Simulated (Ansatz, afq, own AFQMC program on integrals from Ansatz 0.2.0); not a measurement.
# BNH (doublet): quantum Monte Carlo beside coupled cluster at scale of all distances = 1.111, 6-31G

One table from this session's results is given with a row withheld; the runs are named, their logs left out.

Computed with Ansatz 0.2.0, Gaussian basis, and an in-house AFQMC program (afq) on its integrals; all values are calculated. Level: 6-31G, frozen cores.

Plan: Full CI; PBE (unrestricted); r2SCAN (unrestricted); PBE0 (unrestricted); B3LYP (unrestricted); wB97M-V (unrestricted); B2PLYP (unrestricted); CCSD(T) on UHF; Full CI; Full CI (quartet); CCSDT(Q) on UHF; CCSDTQ on UHF; Phaseless AFQMC, CISD trial on UHF; Phaseless AFQMC, single-determinant trial on UHF; Free-projection AFQMC, CISD trial on UHF; CCSD(T) on ROHF; Full CI; CCSDT(Q) on ROHF; CCSDTQ on ROHF; Phaseless AFQMC, CISD trial on ROHF; Phaseless AFQMC, single-determinant trial on ROHF; Free-projection AFQMC, CISD trial on ROHF.

7 further runs of the same task are left out: 7 that didn't finish.

## What is computed

The geometry derives from a PBE0/def2-TZVP stationary point (not a proven minimum). All distances are scaled together.

3 atoms, charge 0, spin multiplicity 2.

Atoms are counted from 1 here; the program's logs count them from 0.

Bond lengths: B1–N2 1.451 Å, B1–H3 1.304 Å. Angles: N2–B1–H3 180.0°.

Set-up of the first run:

in.yaml

```yaml
crystal:
  periodic: [false, false, false]
  atoms:
    - {symbol: B, position_ang: [0.000000, 0.000000, 0.048799]}
    - {symbol: N, position_ang: [0.000000, 0.000000, -1.401792]}
    - {symbol: H, position_ang: [0.000000, 0.000000, 1.352993]}
basis:
  gaussian: {orbitals: 6-31G}
magnetization: {spin_polarized: false, initial_magnetization: 1}
correlation: {method: fci, electrons: outside_noble_gas}
```

On the command line:

```sh
ansatz run in.yaml --threads 1 --pin off --events-out ev --progress --plain --max-ram 16896MiB --backend cuda --devices 0, --max-vram 18GiB
```

Steps of the session up to this table: Full CI; PBE (unrestricted); r2SCAN (unrestricted); PBE0 (unrestricted); B3LYP (unrestricted); wB97M-V (unrestricted); B2PLYP (unrestricted); CCSD(T) on UHF; Full CI (quartet); CCSDT(Q) on UHF; CCSDTQ on UHF; Phaseless AFQMC, CISD trial on UHF; Phaseless AFQMC, single-determinant trial on UHF; Free-projection AFQMC, CISD trial on UHF; CCSD(T) on ROHF; CCSDT(Q) on ROHF; CCSDTQ on ROHF; Phaseless AFQMC, CISD trial on ROHF; Phaseless AFQMC, single-determinant trial on ROHF; Free-projection AFQMC, CISD trial on ROHF.

One of the session's tables, all rows but one given; the rest of the session is left out.

On the ROHF determinant, counted from full CI (exact for this spin and basis):

| level | from full CI (kcal/mol) |
| --- | --- |
| HF | +111.95 |
| MP2 | +16.01 |
| CCSD | +5.41 |
| CCSD(T) | +1.15 |
| CCSDT(Q) | +0.04 |
| CCSDTQ | +0.03 |
| full CI | 0.00 |
| Phaseless AFQMC, CISD trial, step 0.005, 4000 walkers | ? |
| Phaseless AFQMC, single-determinant trial, step 0.005, 4000 walkers | +1.76 |
| Free-projection AFQMC, CISD trial, step 0.03, 4000 walkers | +0.02 |

Estimate the missing values for Phaseless AFQMC, CISD trial, step 0.005, 4000 walkers.

**Answer.** from full CI (kcal/mol): +0.62. In the column «from full CI (kcal/mol)» it lies between CCSDT(Q) (+0.04) and CCSD(T) (+1.15).
